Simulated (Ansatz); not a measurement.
System: HO (charge +1, triplet). 
Coordinates optimised at B3LYP-D3(BJ)/def2-TZVP (Ansatz, a program for electronic structure):
```
O
H 1 1.0407
```
Charge +1, spin multiplicity 3.

Basis-set convergence of Hartree-Fock and CCSD correlation energies (hartree) with Ansatz. Correlated levels leave the core frozen unless marked. UHF or UKS for open shells. No spin-orbit coupling. No relativistic terms.

```json
[
 {"basis": "cc-pVDZ", "functions": "19", "E(HF)": "-74.98296", "E(corr, CCSD)": "-0.12623"},
 {"basis": "cc-pVTZ", "functions": "44", "E(HF)": "-75.00336", "E(corr, CCSD)": "-0.16269"},
 {"basis": "cc-pVQZ", "functions": "85", "E(HF)": "-75.00886", "E(corr, CCSD)": "-0.17404"},
 {"basis": "cc-pV5Z", "functions": "146", "E(HF)": "-75.01026", "E(corr, CCSD)": "-0.17802"}
]
```

Extrapolating the two largest sets (X = 4 and 5) as X^-3: E(corr) = (125·(-0.17802) - 64·(-0.17404))/61 = -0.1822 Eh, an estimate of the basis-set limit. The largest set recovers 97.7 % of it, the smallest 69.3 %.
